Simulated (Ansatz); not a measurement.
# How far each method lies from UCCSDT(Q) for [OH···H···S], triplet

Geometry: a point of a hydrogen-transfer path between rigid fragments, not a stationary point.

| atom | x (Å) | y (Å) | z (Å) |
| --- | --- | --- | --- |
| O | -0.9007 | -0.2316 | 0.0000 |
| H | -1.1500 | 0.6949 | 0.0000 |
| H | 0.2893 | -0.2316 | 0.0000 |
| S | 1.7613 | -0.2316 | 0.0000 |

Basis cc-pVTZ; Ansatz 0.2.0. Only valence electrons are correlated (noble-gas cores frozen), which leaves 14 electrons in 86 orbitals. R marks a restricted (for open shells ROHF) determinant, U an unrestricted one. Active spaces: pair = (4e, 4o) about the gap; valence = (14e, 10o) chosen from the atoms' valence shells.

Full CI isn't at hand for all of this; UCCSDT(Q) serves as the reference, and is uncertain by about the last step of the cluster series. The frozen core follows each run's orbitals, which can shift R against U totals by a few meV.

- UHF ⟨S²⟩: 2.059
- T1 diagnostic (RCCSD): 0.0252
- largest doubles amplitude (RCCSD): 0.049
- T1 diagnostic (UCCSD): 0.0266

```tsv
level	E − E(RHF) (eV)
UHF	-0.5177
RMP2	-11.4125
UMP2	-11.1015
RCCSD	-11.9887
UCCSD	-12.0098
RCCSD(T)	-12.4499
UCCSD(T)	-12.4431
```

Question: Estimate how far UCCSDT(Q) in cc-pVTZ lies from RCCSD(T). The table doesn't fix it; the size of (T) and the diagnostics are the guide.

Answer: UCCSDT(Q) in cc-pVTZ lies 5.2 kJ/mol below RCCSD(T), which is 12 % of the (T) step (-44.5 kJ/mol). The diagnostics are small and the rest is a small part of (T), but (T) is large here. The miss exceeds 1 kcal/mol.

The other levels:

```
                 level  E − E(UCCSDT(Q)) (kJ/mol)  share of correlation (%)     wall time
               BCCD(T)                        5.3                     99.56  4.7 s (H100)
                RCCSDT                        2.9                     99.76             –
                UCCSDT                        2.5                     99.79             –
             RCCSDT(Q)                        0.2                     99.98   24 s (H100)
   CASSCF (pair space)                     1117.2                      7.40             –
   NEVPT2 (pair space)                      118.5                     90.18  4.3 s (H100)
CASSCF (valence space)                     1018.8                     15.55             –
NEVPT2 (valence space)                      185.9                     84.59  3.1 s (H100)
```

The correlation energy at UCCSDT(Q), counted from RHF, is -12.504 eV. That run took 22 s on 2 threads of AMD EPYC 7R13 with a shared H100 80 GB, shared host.

Times hold each run's SCF and search for its determinant on a shared host, so for small cases they say little of a method's own cost.

Natural occupations of CASSCF (valence space) about the gap: 1.997 1.976 1.960 1.005 1.002 0.040 0.025; effectively unpaired electrons, Σ n²(2−n)², 2.02.
